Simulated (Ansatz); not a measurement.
`OC#CCO` → `OC1=COC1`  (isomerisation)

Computed with Ansatz on PBE0-D4/def2-TZVP structures; ΔE is electronic, products minus reactants. CCSD(T)/CBS is the MP2 limit (def2-TZVPP, def2-QZVPP) plus CCSD(T) − MP2 in def2-TZVPP, frozen cores. DFT in def2-TZVPP. HSE06 is defined as in plane-wave codes. Each species was taken in one conformer, which may not be the lowest.

```csv
level,ΔE (kJ/mol),difference from CCSD(T)/CBS
PBE-D4,-27.4,-14.9
r2SCAN-D4,-22.1,-9.6
PBE0-D4,-26.5,-14.0
r2SCAN0-D4,-20.7,-8.2
BHLYP-D4,-6.3,6.2
BLYP,-3.0,9.5
r2SCAN0,-20.3,-7.8
HSE06,-25.2,-12.7
CAM-B3LYP,-10.6,1.9
RPA@PBE/def2-TZVPP,-23.1,-10.6
HF/def2-SVP,9.4,21.9
MP2/def2-SVP,-8.4,4.1
SCS-MP2/def2-TZVPP,-6.9,5.6
CCSD/def2-TZVPP,-10.2,2.3
SCS-MP2/def2-QZVPP,-5.6,6.9
MP2/CBS(def2),-5.8,6.7
CCSD(T)/CBS,-12.5,0
```

Largest T1 diagnostic among the species: 0.013.

In def2-TZVPP, CCSD(T) changes the Hartree–Fock value by −24.4 kJ/mol (the triples alone add −4.1 kJ/mol) and MP2 by −17.7 kJ/mol. At CCSD(T), def2-SVP lies −4.3 kJ/mol from the extrapolated value and def2-TZVPP −1.8 kJ/mol.
